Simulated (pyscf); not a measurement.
AsH₂• + H₂O -> HO–AsH• + H₂ (four-centre exchange; doublet surface; As–H, H–O broken, As–O, H–H formed). PySCF, gas phase, ωB97X-D3(BJ)/def2-SVP geometries. Energies in kJ/mol from the separated reactants.

| level | barrier | reaction energy |
|---|---|---|
| ωB97X-D3(BJ)/def2-TZVP | 217.3 | +24.5 |
| r²SCAN/def2-TZVP | 198.1 | +23.9 |
| B3LYP-D3(BJ)/def2-TZVP | 204.6 | +23.3 |
| PBE0-D3(BJ)/def2-TZVP | 203.8 | +32.6 |
| M06-2X/def2-TZVP | (withheld) | +24.3 |
| ωB97M-D3(BJ)/def2-TZVP | (withheld) | (withheld) |

Problem. Fill in the missing entries.

Solution. 
- M06-2X/def2-TZVP, barrier: 223.4
- ωB97M-D3(BJ)/def2-TZVP, barrier: 219.3
- ωB97M-D3(BJ)/def2-TZVP, reaction energy: +31.5

The functionals in the table span 25.3 kJ/mol in this barrier, from r²SCAN to M06-2X. One saddle was located; it need not be the lowest between these sides. Elements up to Kr have no core potential and no relativistic terms here.
